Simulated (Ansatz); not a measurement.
Total energies of C4H5, SMILES `[CH2]C#CC` radical.

```xyz
9

C     0.668    0.797    1.983
C     0.260    0.314    0.774
C    -0.107   -0.118   -0.309
C    -0.536   -0.637   -1.589
H     1.709    0.752    2.278
H    -0.041    1.237    2.675
H     0.107   -0.276   -2.396
H    -0.497   -1.731   -1.602
H    -1.563   -0.337   -1.814
```

The species carries charge 0 and has multiplicity 2. Geometry: relaxed with PBE0-D4/def2-TZVP. Basis def2-TZVPP, Ansatz 0.2.0.

RPA on PBE orbitals: Hartree–Fock energy of these orbitals -154.31020 Eh, correlation -1.03004 Eh (frozen core).

```csv
functional,energy without D4 (Eh),D4 term (kJ/mol)
LDA (SPW92),-153.91182,–
PBE,-155.17153,-12.0
revPBE,-155.34402,-42.6
BLYP,-155.31762,-27.2
r2SCAN,-155.28955,-3.0
B97M-V,-155.39019,–
PBE0,-155.18852,-10.0
B3LYP,-155.39434,-19.2
r2SCANh,-155.28237,-3.2
r2SCAN0,-155.27243,-3.5
HSE06 (plane-wave form),-155.17917,-9.2
BHLYP,-155.28750,-13.3
CAM-B3LYP,-155.29217,-10.0
LC-ωPBE,-155.26715,–
ωB97X-V,-155.33035,–
ωB97M-V,-155.30291,–
B2PLYP,-155.23835,–
PBE-QIDH,-155.15629,–
```

B3LYP takes the VWN-RPA correlation (the form of Gaussian; ORCA's B3LYP/G). HSE06 is the plane-wave form, built on full-range PBE exchange. The double hybrids freeze the cores in their second-order part.

LC-ωPBE has ω = 0.4 bohr⁻¹.
